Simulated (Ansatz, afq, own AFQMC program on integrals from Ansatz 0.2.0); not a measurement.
**Where AFQMC and coupled cluster stand for CH₃Br, triplet**

```xyz
5

Br   -0.4992    0.0000    0.0000
H     1.5808    0.0000    0.0000
C     2.6708    0.0000    0.0000
H     3.0852    0.0000    0.9962
H     3.0852    0.0000   -0.9962
```

Connectivity, by distances: Br ··· CH3.

Basis cc-pVTZ. Only valence electrons are correlated. AFQMC by an in-house program on the Cholesky factors that Ansatz 0.2.0 writes for its CCSD(T) run. ph-AFQMC/CISD is guided by a CISD state made of CCSD amplitudes; releasing the constraint for a short imaginary time cuts its bias at the price of noise, slowly where states lie close. Error bars are statistical, one sigma. No spin–orbit coupling.

Determinant: UHF, the one that the program's search chose, which needn't be the lowest solution. The geometry is a point of a scan.

No full CI on the walks' own integrals is used here. The released AFQMC energy serves as the reference, which it does only where one determinant dominates, the energy is flat over the last release times and near the phaseless one (40 meV or 2 meV an electron, half that with transition metals). On small molecules, where full CI could be run and the noise was under 10 meV, such values lay within 10 meV of it in 19 cases of 20, a flattering rate, since the rule was set on those same cases; what remains of the bias isn't in the error bar.

Cautions: no relativity below Rb; no spin-orbit coupling; inner d shell frozen; lower spins were not checked; the released value is read at 2.40 1/Eh with a noise of 11 meV, more than in the cases checked (meV from the phaseless value at times in 1/Eh: -10 ± 6 at 0.24, -8 ± 4 at 0.51, -10 ± 6 at 0.99, -20 ± 7 at 1.62, -9 ± 11 at 2.40).

* T1 diagnostic: 0.0102
* weight of the determinant in the CISD state: 0.875
* ⟨S²⟩ of the determinant: 2.027
* size of the correlated space: 14 electrons in 100 orbitals

| level | correlation energy (eV) |
| --- | --- |
| MP2 | -8.1482 |
| CCSD | -9.2215 |
| CCSD(T) | -9.5027 |

Question: Estimate where AFQMC with the constraint released lies against CCSD(T) on the same integrals.

Answer: 3.3 ± 1.0 kJ/mol below CCSD(T).

Reference: AFQMC with the constraint released, correlation energy -9.537 ± 0.011 eV.

```csv
level,E − E(reference) (kJ/mol),share of correlation (%)
CCSD(T),3.3 ± 1.0,99.64
ph-AFQMC/CISD,0.8 ± 1.2,99.91
```

A walk keeps the symmetry of its determinant, which the program's search chose and which needn't be the lowest solution, so a lower state of the same spin and another symmetry isn't excluded. Released energies are given only where the last usable release times agree within the noise; a slower fall can still hide under it.
